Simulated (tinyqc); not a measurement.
UHF in the sto-3g basis, for NH, spin multiplicity 3, step by step. This run ends on a higher stationary point, not on the lowest solution. Computed by tinyqc, a small Python program that keeps every step (integrals from PySCF). Settings: charge = 0, multiplicity = 3, basis = sto-3g, energy threshold = 1e-10, iteration cap = 78, orthogonalisation = symmetric, start = core, DIIS depth = 6, method = UHF. Command: `OMP_NUM_THREADS=1 python tinyqc.py 25011 25012 out.jsonl` (the two numbers bound the seeds that draw the settings). One thread of a shared host (Intel(R) Xeon(R) Processor @ 2.60GHz), about 0.1 s of CPU time with the checks.

Geometry (angstrom):
```
atom       x       y       z
N     0.0000  0.0000  0.0000
H     0.0000  0.0000  1.8340
```

Stop when the energy changes by less than 1e-10 hartree and every element of the error matrix X^T (F D S - S D F) X (for each spin) is below 3e-06.

Course of the cycle:
```
iteration  E (hartree)     change  largest element of the error matrix
1           -53.611248          -                             1.12e-01
2           -53.895874  -2.85e-01                             2.16e-01
3           -54.065634  -1.70e-01                             1.30e-01
4           -54.110642  -4.50e-02                             9.41e-02
5           -54.084344   2.63e-02                             7.34e-02
6           -54.077500   6.84e-03                             1.58e-02
7           -54.077996  -4.96e-04                             7.46e-03
8           -54.077746   2.50e-04                             2.38e-03
9           -54.077708   3.88e-05                             3.92e-05
10          -54.077708  -4.86e-09                             2.39e-05
11          -54.077708   4.07e-09                             1.84e-06
12          -54.077708  -9.90e-12                             6.56e-08
```

Can the last value be used, and what does the course show?

No, though the log alone does not show it. Converged in 12 iterations. But the solution lies 0.11313 hartree above the reference: it is another stationary point, not the lowest one. Reruns (cap 100 unless said): DIIS 8: converged in 13 to a higher stationary point; damping 0.5: converged in 47; level shift 0.5: converged in 39; atomic densities as start, DIIS 8: converged in 12 to a higher stationary point. PySCF UHF in the same basis, after a stability check = -54.190841 hartree.
